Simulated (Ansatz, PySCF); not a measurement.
System: C2H5S, charge 0, doublet. C2H5S (SMILES C([S])C, doublet).
B3LYP-D3(BJ)/def2-TZVP minimum from Ansatz (a first-principles code):
```
C
H 1 1.0952
H 1 1.0952 2 105.16
C 1 1.5217 2 111.58 3 121.13
H 4 1.0903 1 110.85 2 -178.77
H 4 1.0903 5 107.88 1 121.55
H 4 1.0932 5 108.32 6 117.04
S 1 1.8031 2 106.16 3 -112.26
```
Charge 0, spin multiplicity 2.

Quantity: enthalpy of formation at 298 K (by atomisation, with ideal-gas terms from PySCF's Hessian at B3LYP-D3(BJ)/def2-TZVP and the atoms' measured values of the G2/97 table; no spin-orbit terms), in kcal/mol. Open shells are spin-unrestricted; no spin-orbit coupling. Cores are frozen in correlated methods. Rows without X2C or -DK are non-relativistic. CBS(X,Y): correlation extrapolated as X^-3, Hartree-Fock from the larger set. A bracket is a step between two methods taken in the basis named. The functionals are non-relativistic, so their misses hold any scalar relativity. Double hybrids freeze cores in their MP2 part. '+ core + X2C': CCSD(T) terms for core correlation (cc-pwCVTZ, 1s frozen past Ne) and scalar relativity (cc-pVTZ-DK). Where a partner has so few electrons that a lower coupled-cluster level is exact, that level stands in.

```csv
level,program,enthalpy of formation at 298 K (kcal/mol),difference against the last row
wB97X-V/def2-TZVPD,Ansatz,21.0,-0.8
wB97M-V/def2-TZVPD,Ansatz,21.2,-0.6
B2PLYP/def2-TZVPD,Ansatz,32.1,10.3
MP2/cc-pV(T+d)Z,Ansatz,35.6,13.8
CCSD/aug-cc-pV(T+d)Z,Ansatz,44.5,22.7
"CCSD/CBS(cc-pV(T+d)Z,cc-pV(Q+d)Z)",Ansatz,33.3,11.5
"CCSD(T)/CBS(cc-pV(T+d)Z,cc-pV(Q+d)Z)",Ansatz,24.1,2.3
CCSDT(Q)/cc-pV(D+d)Z,Ansatz,71.3,49.5
"CCSD(T)/CBS(cc-pV(T+d)Z,cc-pV(Q+d)Z) + [CCSDT(Q) - CCSD(T)]/cc-pV(D+d)Z + core + X2C",Ansatz,21.8,0.0
```
